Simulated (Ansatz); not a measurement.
**BFH₅Si radical (built from SMILES BF.[SiH3]): a saddle search**

Does the minimum-mode search get back to a saddle from here?

Method: r2SCAN-D4/cc-pVDZ, unrestricted; program: Ansatz 0.2.0, Gaussian basis.

1 further run of the same task is left out (it didn't finish).

**1. Starting geometry**

The start, a known saddle point with all atoms moved at random by about 0.06 Å a coordinate: 8 atoms, charge 0, spin multiplicity 2.

Atoms are counted from 1 here; the program's logs count them from 0.

Bond lengths: F1–Si3 1.755 Å, B2–Si3 2.156 Å, B2–H4 1.169 Å, B2–H5 1.344 Å, B2–H7 1.341 Å, Si3–H6 1.423 Å, Si3–H7 1.656 Å, Si3–H8 1.544 Å. Angles: Si3–B2–H4 101.9°, Si3–B2–H5 133.0°, Si3–B2–H7 50.1°, H4–B2–H5 121.7°, H4–B2–H7 124.0°, H5–B2–H7 108.1°, F1–Si3–B2 65.0°, F1–Si3–H6 96.3°, F1–Si3–H7 91.9°, F1–Si3–H8 150.6°, B2–Si3–H6 123.3°, B2–Si3–H7 38.4°, B2–Si3–H8 103.9°, H6–Si3–H7 95.2°, H6–Si3–H8 111.8°, H7–Si3–H8 94.1°, B2–H7–Si3 91.4°.

Geometry (Å):

```xyz
8
charge 0, multiplicity 2
F    -1.3774   -0.3049    0.7951
B    -0.3145   -0.1857   -1.0464
Si    0.3467   -0.0509    1.0012
H     0.0532   -1.2539   -1.3477
H    -1.2636    0.4579   -1.7480
H     0.2375    1.1351    1.7806
H     0.4596    0.7337   -0.4522
H     1.7978   -0.5752    0.9574
```

**2. The search**

File run/in.yaml:

```yaml
crystal:
  periodic: [false, false, false]
  atoms:
    - {symbol: F, position_ang: [-1.377381, -0.304911, 0.795110]}
    - {symbol: B, position_ang: [-0.314506, -0.185682, -1.046448]}
    - {symbol: Si, position_ang: [0.346694, -0.050908, 1.001248]}
    - {symbol: H, position_ang: [0.053211, -1.253876, -1.347693]}
    - {symbol: H, position_ang: [-1.263566, 0.457949, -1.748023]}
    - {symbol: H, position_ang: [0.237540, 1.135135, 1.780614]}
    - {symbol: H, position_ang: [0.459626, 0.733679, -0.452195]}
    - {symbol: H, position_ang: [1.797782, -0.575168, 0.957409]}
basis:
  gaussian: {orbitals: cc-pVDZ}
magnetization: {spin_polarized: true, initial_magnetization: 1}
hamiltonian: {xc: r2scan, dispersion: d4}
saddle:
  f_tol: 0.1
  max_steps: 40
  mode_guess:
    - [0.0172, -0.0797, 0.6132]
    - [0.2740, 0.1185, -0.2197]
    - [-0.2348, 0.0773, -0.4065]
    - [0.1325, -0.0168, -0.1033]
    - [-0.0875, -0.0555, 0.1633]
    - [-0.0053, -0.0199, -0.0026]
    - [0.1575, 0.0747, -0.2244]
    - [-0.2537, -0.0986, 0.1800]
```

Started as:

```bash
$ ansatz run in.yaml --threads 4 --pin off --events-out ev --progress --plain --max-ram 9574MiB
```

What does the calculation give? Wanted: energy change; last largest force; RMSD from the start; RMSD from the known saddle.

The runs gave:

| quantity | value |
| --- | --- |
| steps | 7 |
| energy change | -33.8 kJ/mol |
| last largest force | 0.0014 eV/Å |
| RMSD from the start | 0.081 Å |
| RMSD from the known saddle | 0.053 Å |

It converged in 7 steps at a force tolerance of 0.1 eV/Å. It is back at the known saddle, up to the shift that another level brings.
